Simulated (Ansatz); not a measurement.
This script makes the interaction energy of a dimer with the counterpoise correction of CH₄S, SMILES CS with the Python package of Ansatz (0.2.0).

`ch4s.py`
```python
"""Interaction energy of two CH4S molecules, with the counterpoise correction."""

import ansatz as az

SETTINGS = {
    "basis": "def2-SVP",
    "functional": "PBE",
}

FIRST = [
    ("C", (-0.1476, -0.2922, -0.3836)),
    ("S", (0.5664, 0.0454, 1.257)),
    ("H", (-1.1777, 0.0508, -0.4129)),
    ("H", (-0.1116, -1.3687, -0.5177)),
    ("H", (0.4464, 0.1967, -1.1499)),
    ("H", (0.4241, 1.3681, 1.2072)),
]
SECOND = [
    ("C", (1.0216, -1.8617, 4.5017)),
    ("S", (-0.2634, -1.4128, 5.7112)),
    ("H", (1.8601, -1.1766, 4.5863)),
    ("H", (0.5652, -1.7694, 3.5213)),
    ("H", (1.3394, -2.8867, 4.6675)),
    ("H", (0.4895, -1.5899, 6.7946)),
]

def energy(atoms, ghosts=()):
    molecule = az.Crystal.molecule()
    for symbol, xyz in atoms:
        molecule = molecule.atom(symbol, xyz)
    calc = (
        molecule.calculation()
        .basis(gaussian=SETTINGS["basis"])
        .functional(SETTINGS["functional"])
    )
    deck = calc.input()
    if ghosts:
        deck = deck.set(az.key.basis.gaussian.ghost_atoms, [{"symbol": s, "position_ang": list(xyz)} for s, xyz in ghosts])
    return az.Session.from_dict(deck).plan().execute().report["free_energy_ev"]


def main() -> None:
    # ghost atoms carry the functions of the partner
    both = energy(FIRST + SECOND)
    alone = energy(FIRST) + energy(SECOND)
    ghosted = energy(FIRST, SECOND) + energy(SECOND, FIRST)
    print(f"dimer {both:.6f} eV")
    print(f"interaction, uncorrected   {(both - alone):8.3f} eV")
    print(f"interaction, counterpoise  {(both - ghosted):8.3f} eV")
    print(f"basis-set superposition    {(alone - ghosted):8.3f} eV")


if __name__ == "__main__":
    main()
```

How large is the interaction at this pose, and how much of it is basis-set superposition?

Uncorrected it is -0.039 eV, with the counterpoise correction -0.016 eV; the difference, 0.02 eV, is the superposition error.

The run itself:

```console
$ python ch4s.py
dimer -23853.796429 eV
interaction, uncorrected     -0.039 eV
interaction, counterpoise    -0.016 eV
basis-set superposition       0.023 eV
```

Total energies depend on the basis set; only differences at equal settings carry meaning. The dimer is a generated trial pose of unrelaxed monomers, not a minimum, so the figure is no binding energy, and the basis set is small. This level lacks the dispersion part of the attraction (electrostatics and induction are there), which can decide the sign where the interaction is weak. It ran for 7.4 s on 1 thread of Arm Neoverse V1, with other jobs on the host, peak memory 0.18 GiB.

(Lines on the test bed's own set-up are left out of the output.)
